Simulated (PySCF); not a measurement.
Core-level binding energies of 3-methyl-1-pentene

Species: 3-methyl-1-pentene, C₆H₁₂.
Numbering: `[CH2:1]=[CH:2][C@H:3]([CH3:4])[CH2:5][CH3:6]`

Structure used (PBE0-D3(BJ)/def2-SVP), in Å, numbered top down from 1:
```xyz
18
C6H12 angstrom
C     -1.0463    1.9731    0.5893
C     -0.8152    0.6720    0.7671
C     -0.3690   -0.2946   -0.2909
C     -1.4259   -1.3779   -0.5029
C      0.9896   -0.9156    0.0613
C      2.1271    0.0875    0.1525
H     -1.3782    2.6153    1.4094
H     -0.9125    2.4455   -0.3896
H     -0.9609    0.2382    1.7669
H     -0.2509    0.2677   -1.2353
H     -2.3946   -0.9409   -0.7870
H     -1.1189   -2.0791   -1.2949
H     -1.5795   -1.9632    0.4188
H      0.8907   -1.4615    1.0173
H      1.2275   -1.6818   -0.6967
H      3.0785   -0.4061    0.4023
H      2.2671    0.6167   -0.8040
H      1.9293    0.8508    0.9205
```

Theory: delta-SCF UKS SCAN, pcX-2 on the ionised atom, pcseg-1 elsewhere, spin-free X2C in PySCF 2.14.0. Each binding energy is the total energy of the core-ionised species, with the hole localised on one atom, minus that of the ground state; both are solved self-consistently, so orbital relaxation is included.

Q: Give the core binding energies atom by atom.

A: 
```
atom(s)                 bonded to  level  binding energy (eV)  above the level's lowest (eV)  count
     C1   C (double bond) and 2 H   C 1s               289.98                           0.00      1
     C2  C (double bond), C and H   C 1s               290.30                          +0.32      1
     C3                 3 C and H   C 1s               290.54                          +0.56      1
     C4                 C and 3 H   C 1s               290.39                          +0.41      1
     C5               2 C and 2 H   C 1s               290.37                          +0.39      1
     C6                 C and 3 H   C 1s               290.38                          +0.40      1
```

Lowest listed C 1s: C1, bonded to C (double bond) and 2 H. Highest, 0.56 eV above it: C3, bonded to 3 C and H. The widest gap between neighbouring values is 0.32 eV, between 289.98 and 290.30 eV. Summing the Pauling electronegativity differences to the bonded atoms, each weighted by its formal bond order, gives -0.70 for the lowest site and -0.35 for the highest; no listed site has a larger sum than the highest. The smallest sum, -1.05, belongs to C6, 0.40 eV above the lowest. The values 290.37, 290.38 and 290.39 eV lie too close for their order to be trusted.

Q: Which photon wavelength matches the C 1s of C6 threshold?

A: λ = hc/E = 12398.42 eV Å / 290.38 eV = 42.697 Å.

Q: Express the binding energy of C 1s of C6 in atomic units and per mole.

A: 290.38 eV = 10.6713 Eh = 28017 kJ/mol.

Geometry: PBE0-D3(BJ)/def2-SVP, one conformer, isolated molecule.

Hardware: one thread of an Arm Neoverse N1, on a shared host. Cost: 2.4 min.
